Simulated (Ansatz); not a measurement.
[Al(CN)H3]- (CH3AlN⁻). The state is a triplet with charge -1. Geometry r2SCAN-D4/def2-TZVPD, that of the charge -1 singlet; atoms count from 1.

Cartesian coordinates in Å:
```
Al 0.256 -0.461 0.355
C -0.551 1.012 -0.774
N -1.028 1.849 -1.426
H -0.960 -1.091 1.229
H 1.388 0.233 1.292
H 0.894 -1.541 -0.677
```

The highest occupied level of the charge -1 triplet lies above zero (up to 1.55 eV). By energy differences it is unbound by 0.57 eV (vertical, against the charge 0 doublet, at PBE0-D4/def2-TZVPD) and held by the finite basis. At PBE0-D4/def2-TZVPD a singlet of charge -1 lies 5.90 eV below the triplet at the same geometry.

(1) Estimate the Mulliken populations from the PBE0/def2-TZVPD orbitals of Ansatz.

(2) Where does the spin sit?

(3) And the Mayer bond orders between heavy atoms (over 0.3)?

## Answers

(1) 
```json
{"atom": "Al1", "charge (e)": "-1.13", "spin (α − β)": "1.43"}
{"atom": "C2", "charge (e)": "0.58", "spin (α − β)": "-0.62"}
{"atom": "N3", "charge (e)": "-0.42", "spin (α − β)": "0.18"}
{"atom": "H4", "charge (e)": "0.12", "spin (α − β)": "0.55"}
{"atom": "H5", "charge (e)": "-0.08", "spin (α − β)": "0.23"}
{"atom": "H6", "charge (e)": "-0.08", "spin (α − β)": "0.23"}
```
Mulliken values depend strongly on the basis. With diffuse functions, as here, like atoms can get unlike values, and bond orders can come out too low or too high.

(2) Summed by element: Al 1.43, C -0.62, N 0.18, H 1.01, of 2 unpaired in all. Largest on single atoms: Al1 1.43, C2 -0.62, H4 0.55.

(3) Al1–N3 0.46 (3.19 Å); C2–N3 2.19 (1.16 Å).
